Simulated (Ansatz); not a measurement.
Ansatz (a program for electronic structure) input (PBE/6-31G*):

Ansatz 0.2 input:
```yaml
crystal:
  periodic: [false, false, false]
  atoms:
    - {symbol: O, position_ang: [-1.08887154, -0.44118669, -0.01223018]}
    - {symbol: C, position_ang: [-0.05027312, 0.20044672, 0.00177486]}
    - {symbol: O, position_ang: [1.16824354, 0.12471821, 0.00942801]}
    - {symbol: H, position_ang: [-0.33333734, 1.32906756, 0.01176824]}
basis:
  gaussian:
    orbitals: 6-31G*
hamiltonian:
  xc: {name: PBE}
magnetization: {spin_polarized: true, initial_magnetization: 1}
output: {forces: true}
```

Output:

```
Functional definition: PBE
integrals: 0.01 GiB planned
477 factors; their error is unknown
mean field: 0.10 GiB planned
mean field evaluation 1: about -5136.6666 eV, gradient 3.1e1 eV
mean field evaluation 2: about -5129.5943 eV, gradient 5.4e1 eV
mean field evaluation 4: about -5140.0156 eV, gradient 1.3e0 eV
mean field evaluation 8: about -5139.9974 eV, gradient 2.4e-1 eV
mean field evaluation 16: about -5138.2920 eV, gradient 7.3e0 eV
mean field evaluation 32: about -5139.9976 eV, gradient 1.5e-5 eV
mean field -5139.99763477 eV, -188.8914290623 hartree, gradient 1.5e-5 eV, S^2 0.752747; 3 other end points of the search recorded, 0 dependent functions left out
the calculation of the forces begins
reference -5139.99764626 eV, -188.8914294844 hartree; 12, 11 occupied and 35, 36 virtual orbitals, 477 factors
Total energy: -5139.99764626 eV, -188.8914294844 hartree
Atom 0 at    -1.088872    -0.441187    -0.012230 Å, force    -1.370178    -0.820781    -0.018204 eV/Å
Atom 1 at    -0.050273     0.200447     0.001775 Å, force    -0.182280     0.726779     0.006435 eV/Å
Atom 2 at     1.168244     0.124718     0.009428 Å, force     1.595409    -0.077248     0.010252 eV/Å
Atom 3 at    -0.333337     1.329068     0.011768 Å, force    -0.042950     0.171250     0.001516 eV/Å
Dipole moment:    -0.071289     0.284241     0.002517 e Å
```

The geometry given is a B3LYP-D3(BJ)/def2-TZVP minimum.
